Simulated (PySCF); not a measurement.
SN₂⁻: from structure and modes to constants

Level of theory: PySCF, UPBE0, basis S def2-TZVPD, N def2-TZVPD (no relativity, density fitting).

The doublet minimum has C2v symmetry. Masses (u): S 31.97207, N 14.00307.

```xyz
3
charge -1 multiplicity 2, angstrom
S     0.0000    0.0000   -0.2368
N     1.4046    0.0000    0.2704
N    -1.4046    0.0000    0.2704
```

Harmonic wavenumbers (cm⁻¹): 427.5 (a1, ×1), 1048.4 (a1, ×1), 1228.2 (b2, ×1).

Find the principal moments of inertia and the rotational constants. What kind of rotor is it?

About the centre of mass I = 3.8402, 55.257, 59.097 u Å². With B = 16.8576/I this gives 4.39, 0.3051, 0.2853 cm⁻¹. The molecule is an asymmetric top with κ = -0.99.

What is the harmonic zero-point energy?

Half the sum of all 3 wavenumbers, 2704/2 = 1352 cm⁻¹, which is 16.2 kJ/mol (1 cm⁻¹ = 0.0119627 kJ/mol).

Find the vibrational entropy and heat capacity at 298.15 K.

With u = 1.43878 ω/T, each mode gives S = R[u/(eᵘ−1) − ln(1−e⁻ᵘ)] and C = R u² eᵘ/(eᵘ−1)².
```
ω (cm⁻¹)      u  S (J/(mol K))  C (J/(mol K))
   427.5  2.063           3.63           5.90
  1048.4  5.059           0.32           1.37
  1228.2  5.927           0.15           0.78
```
The sums over all modes are S = 4.1 and C = 8.1 J/(mol K); the softest mode gives 88 % of the entropy.

Give the standard entropy (298.15 K, 1 bar) by its translational, rotational, vibrational and spin parts, and Cp.

Sackur–Tetrode with M = 59.98 u gives 159.9; rotation with symmetry number 2 gives 82.0; vibration 4.1; spin R ln 2 = 5.8. The total is 251.8 J/(mol K), and Cp = 4 R + 8.1 = 41.3 J/(mol K).

Only a few start shapes were tried, so a lower isomer may exist. The lowest empty level of this anion is unbound, so it and the gap depend on the basis.
